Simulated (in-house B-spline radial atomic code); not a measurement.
RPA and G0W0 for Ne, [He] 2s2 2p6, as one setting changes: the share of exact exchange in the PBE hybrid start. A dash marks a level of low quasi-particle weight. Computed with an all-electron radial atomic-structure program (B-spline basis): all electrons, non-relativistic, point nucleus, each spin shell either full or empty, empty states to l = 9 with an (l + 1/2)⁻⁴ tail; G0W0 by contour deformation at full frequency.

| share of exact exchange in the PBE hybrid start | mean-field level (eV) | G0W0 level (eV) | RPA correlation (Eh) |
| --- | --- | --- | --- |
| 0 | -13.347 | - | -0.6072 |
| 0.1 | -14.401 | 2p -20.878 | -0.5961 |
| 0.2 | -15.462 | 2p -21.104 | -0.58557 |
| 0.3 | ? | ? | ? |
| 0.4 | -17.610 | 2p -21.417 | -0.56603 |
| 0.5 | ? | ? | ? |
| 0.6 | -19.787 | 2p -21.608 | -0.54823 |
| 0.7 | -20.887 | 2p -21.672 | -0.53989 |
| 0.8 | -21.992 | 2p -21.721 | -0.5319 |
| 0.9 | -23.104 | 2p -21.756 | -0.52422 |
| 1 | -24.222 | 2p -21.779 | -0.51683 |

What belongs in the row for 0.3?

mean-field level (eV): -16.532; G0W0 level (eV): 2p -21.279; RPA correlation (Eh): -0.57557.

What belongs in the row for 0.5?

mean-field level (eV): -18.695; G0W0 level (eV): 2p -21.524; RPA correlation (Eh): -0.55693.

At what share of exact exchange does G0W0 leave the highest level unchanged?

Near 0.77, where the shift changes sign (-0.786 eV at 0.7, +0.271 eV at 0.8).
